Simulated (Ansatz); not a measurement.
# AlH4+ (triplet): PBE, r2SCAN, PBE0, B3LYP, wB97M-V, B2PLYP, RPA-PBE over vertical gaps between states, cc-pVTZ

How well do these functionals follow the top wave-function level for AlH4+ (triplet) over vertical gaps between states?

Program: Ansatz 0.2.0, Gaussian basis. Level of theory: cc-pVTZ, all electrons in the functionals, frozen cores in the correlation of double hybrids and RPA. These are calculated values, not measurements.

To be run: PBE, r2SCAN, PBE0, B3LYP, wB97M-V, B2PLYP, RPA-PBE, at charge 1, triplet; charge 1, singlet; charge 1, quintet.

7 further runs of the same task are left out: 3 for a known fault of the program, 4 set aside as unsound or not needed.

### 1 What is computed

The geometry is a PBE0/def2-TZVP stationary point (not a proven minimum).

5 atoms, charge 1, spin multiplicity 3.

Atoms are counted from 1 here; the program's logs count them from 0.

Bond lengths: Al1–H2 1.663 Å, Al1–H3 1.663 Å, Al1–H4 1.663 Å, Al1–H5 1.663 Å. Angles: H2–Al1–H3 135.7°, H2–Al1–H4 64.5°, H2–Al1–H5 135.7°, H3–Al1–H4 135.7°, H3–Al1–H5 64.5°, H4–Al1–H5 135.7°.

Coordinates:

```xyz
5
charge 1, multiplicity 3
Al    0.00000    0.00000    0.00000
H     0.62118    1.41043    0.62592
H    -0.62495   -1.40742    0.62894
H    -0.62989    1.40352   -0.63270
H     0.63367   -1.40653   -0.62215
```

No dispersion term is added; wB97M-V holds VV10 nonlocal correlation. B3LYP takes the VWN-RPA correlation.

The geometry shown and the zero of energy belong to the point charge 1, triplet. The yardstick, UCCSDT(Q), and other wave-function levels (R restricted, U unrestricted, valence and pair active spaces) come from earlier runs.

### 2 PBE, charge 1, triplet

Contents of in.yaml:

```yaml
crystal:
  periodic: [false, false, false]
  atoms:
    - {symbol: Al, position_ang: [0.000000, 0.000000, 0.000000]}
    - {symbol: H, position_ang: [0.621180, 1.410429, 0.625916]}
    - {symbol: H, position_ang: [-0.624953, -1.407416, 0.628935]}
    - {symbol: H, position_ang: [-0.629895, 1.403521, -0.632699]}
    - {symbol: H, position_ang: [0.633669, -1.406534, -0.622152]}
basis:
  gaussian: {orbitals: cc-pVTZ}
total_charge: 1
magnetization: {spin_polarized: true, initial_magnetization: 2}
hamiltonian: {xc: {name: PBE}}
output: {orbitals: {seedname: orbitals}}
```

Command:

```bash
$ ansatz run in.yaml --threads 2 --pin off --events-out ev --progress --plain --max-ram 24576MiB --backend cuda --devices 0, --max-vram 18GiB
```

The runs that follow: PBE, charge 1, singlet; PBE, charge 1, quintet; r2SCAN, charge 1, triplet; r2SCAN, charge 1, singlet; r2SCAN, charge 1, quintet; PBE0, charge 1, triplet; PBE0, charge 1, singlet; PBE0, charge 1, quintet; B3LYP, charge 1, triplet; B3LYP, charge 1, singlet; B3LYP, charge 1, quintet; wB97M-V, charge 1, triplet; wB97M-V, charge 1, singlet; wB97M-V, charge 1, quintet; B2PLYP, charge 1, triplet; B2PLYP, charge 1, singlet; B2PLYP, charge 1, quintet; RPA-PBE, charge 1, triplet; RPA-PBE, charge 1, singlet; RPA-PBE, charge 1, quintet.

**Question.** What will the summary of the whole plan be? Wanted: triplet to singlet, UCCSDT(Q); triplet to quintet, UCCSDT(Q); largest miss, PBE; largest miss, r2SCAN; largest miss, PBE0; largest miss, B3LYP; largest miss, wB97M-V; largest miss, B2PLYP; largest miss, RPA-PBE.

**Answer**, as computed:

| quantity | value |
| --- | --- |
| triplet to singlet, UCCSDT(Q) | -1.2 kJ/mol |
| triplet to quintet, UCCSDT(Q) | 682.4 kJ/mol |
| largest miss, PBE | -17.8 kJ/mol (triplet to quintet) |
| largest miss, r2SCAN | -14.6 kJ/mol (triplet to quintet) |
| largest miss, PBE0 | -6.4 kJ/mol (triplet to quintet) |
| largest miss, B3LYP | +10.2 kJ/mol (triplet to quintet) |
| largest miss, wB97M-V | +24.5 kJ/mol (triplet to quintet) |
| largest miss, B2PLYP | +10.2 kJ/mol (triplet to quintet) |
| largest miss, RPA-PBE | +3.3 kJ/mol (triplet to quintet) |
| largest miss, RCCSD(T) | -3.7 kJ/mol (triplet to singlet) |
| largest miss, UCCSD(T) | +1.1 kJ/mol (triplet to quintet) |

Of the functionals, RPA-PBE and UMP2 keep the smallest largest miss at the points compared (at most 3.3 kJ/mol) and wB97M-V strays most (24.5 kJ/mol, at triplet to quintet). PBE, r2SCAN, PBE0, B3LYP, wB97M-V, B2PLYP, RPA-PBE clearly break the spin symmetry at some points (⟨S²⟩ up to 1.04 above the pure value), so energy there is bought with a mixed spin. Functionals and the yardstick converge differently with the basis, so part of each miss in cc-pVTZ is the basis.
